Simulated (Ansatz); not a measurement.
Process, species as SMILES: [O]N=O → N atom + 2 O atom
B3LYP-D3(BJ)/def2-TZVP geometries, fixed; electronic energies without zero-point terms.
Largest species:
```
N
O 1 1.1906
O 1 1.1906 2 134.41
```
Charge 0, spin multiplicity 2.

Basis-set convergence of the atomisation energy at PBE with Ansatz (a quantum-chemistry and plane-wave program). Cartesian d functions, on some or all atoms, in 6-31+G*; all else is spherical. The program fits the integrals of some runs and decomposes those of others, by size. Open shells are unrestricted. No added dispersion term, no relativity. Functions are those of the species that has most. Reference: the value in aug-pcseg-3, 270.13 kcal/mol, itself unsure by roughly 0.23 kcal/mol (its mean distance from aug-cc-pVQZ, cc-pV5Z, def2-QZVPPD). Deviations are taken from unrounded values.

```json
[
 {"basis": "STO-3G", "functions": "15", "atomisation energy (kcal/mol)": "223.21", "minus reference (kcal/mol)": "-46.93"},
 {"basis": "3-21G", "functions": "27", "atomisation energy (kcal/mol)": "218.52", "minus reference (kcal/mol)": "-51.61"},
 {"basis": "6-31G", "functions": "27", "atomisation energy (kcal/mol)": "218.57", "minus reference (kcal/mol)": "-51.56"},
 {"basis": "pcseg-0", "functions": "27", "atomisation energy (kcal/mol)": "206.30", "minus reference (kcal/mol)": "-63.83"},
 {"basis": "cc-pVDZ", "functions": "42", "atomisation energy (kcal/mol)": "268.43", "minus reference (kcal/mol)": "-1.71"},
 {"basis": "6-311G**", "functions": "54", "atomisation energy (kcal/mol)": "266.39", "minus reference (kcal/mol)": "-3.74"},
 {"basis": "6-31+G*", "functions": "57", "atomisation energy (kcal/mol)": "263.68", "minus reference (kcal/mol)": "-6.46"},
 {"basis": "6-311+G**", "functions": "66", "atomisation energy (kcal/mol)": "263.52", "minus reference (kcal/mol)": "-6.62"},
 {"basis": "aug-cc-pVDZ", "functions": "69", "atomisation energy (kcal/mol)": "266.02", "minus reference (kcal/mol)": "-4.12"},
 {"basis": "aug-pcseg-1", "functions": "69", "atomisation energy (kcal/mol)": "266.98", "minus reference (kcal/mol)": "-3.15"},
 {"basis": "def2-TZVPP", "functions": "93", "atomisation energy (kcal/mol)": "269.68", "minus reference (kcal/mol)": "-0.45"},
 {"basis": "6-311++G(3df,3pd)", "functions": "117", "atomisation energy (kcal/mol)": "270.81", "minus reference (kcal/mol)": "0.67"},
 {"basis": "def2-TZVPPD", "functions": "117", "atomisation energy (kcal/mol)": "269.50", "minus reference (kcal/mol)": "-0.64"},
 {"basis": "aug-cc-pVTZ", "functions": "138", "atomisation energy (kcal/mol)": "268.48", "minus reference (kcal/mol)": "-1.65"},
 {"basis": "aug-pcseg-2", "functions": "138", "atomisation energy (kcal/mol)": "269.49", "minus reference (kcal/mol)": "-0.64"},
 {"basis": "cc-pVQZ", "functions": "165", "atomisation energy (kcal/mol)": "270.61", "minus reference (kcal/mol)": "0.48"},
 {"basis": "def2-QZVPPD", "functions": "195", "atomisation energy (kcal/mol)": "269.57", "minus reference (kcal/mol)": "-0.57"},
 {"basis": "aug-cc-pVQZ", "functions": "240", "atomisation energy (kcal/mol)": "270.15", "minus reference (kcal/mol)": "0.02"}
]
```
